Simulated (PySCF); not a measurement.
Compound: C3H3NOS.
SMILES with atom numbers: `[SH:1][c:2]1[cH:3][n:4][o:5][cH:6]1` (hydrogens: H7 on S1; H8 on C3; H9 on C6)

The same species was optimised twice, with GFN2-xTB and with PBE0-D3(BJ)/def2-SVP (PySCF), and the same property calculations (PySCF, gas phase) were run on both structures.

| coordinate | GFN2-xTB | PBE0-D3(BJ)/def2-SVP | change |
| --- | --- | --- | --- |
| C2–C3 (Å) | 1.419 | 1.427 | +0.008 |
| N4–O5 (Å) | 1.346 | 1.354 | +0.008 |
| C3–N4 (Å) | 1.301 | 1.306 | +0.005 |
| C2–C6 (Å) | 1.370 | 1.366 | -0.004 |
| S1–C2 (Å) | 1.750 | 1.753 | +0.003 |
| O5–C6 (Å) | 1.336 | 1.337 | +0.001 |
| C3–N4–O5 (°) | 107.8 | 106.1 | -1.7 |
| C2–C3–N4 (°) | 110.4 | 111.7 | +1.3 |
| C3–C2–C6 (°) | 103.2 | 102.4 | -0.8 |
| N4–O5–C6 (°) | 109.4 | 110.1 | +0.7 |
| S1–C2–C3 (°) | 129.2 | 129.9 | +0.7 |
| C2–C6–O5 (°) | 109.3 | 109.7 | +0.4 |
| S1–C2–C6 (°) | 127.6 | 127.7 | +0.1 |

Rotational constants: A = 9507, B = 2047, C = 1684 MHz (GFN2-xTB) against A = 9493, B = 2026, C = 1670 MHz (PBE0-D3(BJ)/def2-SVP). Point groups within 0.08 Å: Cs and Cs.

On the GFN2-xTB structure: lowest singlet, TDDFT (eV) 5.22 [CAM-B3LYP/def2-SVPD]; lowest triplet, Tamm–Dancoff (eV) 3.90 [CAM-B3LYP/def2-SVPD]; isotropic polarisability (au) 62.0 [CAM-B3LYP/def2-SVPD]; HOMO (eV) -8.12 [CAM-B3LYP/def2-SVPD]; LUMO (eV) 0.34 [CAM-B3LYP/def2-SVPD]; dipole (D) 2.29 [CAM-B3LYP/def2-SVPD].

Problem. What do these properties become on the PBE0-D3(BJ)/def2-SVP structure?

Solution. 
| property | level | on GFN2-xTB | on PBE0-D3(BJ)/def2-SVP | change |
| --- | --- | --- | --- | --- |
| lowest singlet, TDDFT (eV) | CAM-B3LYP/def2-SVPD | 5.22 | 5.18 | -0.04 |
| lowest triplet, Tamm–Dancoff (eV) | CAM-B3LYP/def2-SVPD | 3.90 | 3.93 | +0.03 |
| isotropic polarisability (au) | CAM-B3LYP/def2-SVPD | 62.0 | 62.6 | +0.6 |
| HOMO (eV) | CAM-B3LYP/def2-SVPD | -8.12 | -8.15 | -0.03 |
| LUMO (eV) | CAM-B3LYP/def2-SVPD | 0.34 | 0.33 | -0.01 |
| dipole (D) | CAM-B3LYP/def2-SVPD | 2.29 | 2.33 | +0.04 |
| energy, GFN2-xTB geometry as zero (kcal/mol) | CAM-B3LYP/def2-SVPD | 0.0 | -0.7 | -0.7 |

The heavy atoms differ by 0.011 Å rms after alignment. Among bonds between heavy atoms C2–C3 and N4–O5 change most and about equally (+0.008 Å). Changes are differences of the printed values. Neither structure is proved a minimum here.

Conformer computed: `[SH:1][c:2]1[cH:3][n:4][o:5][cH:6]1`: H–S1–C2–C3 1°.
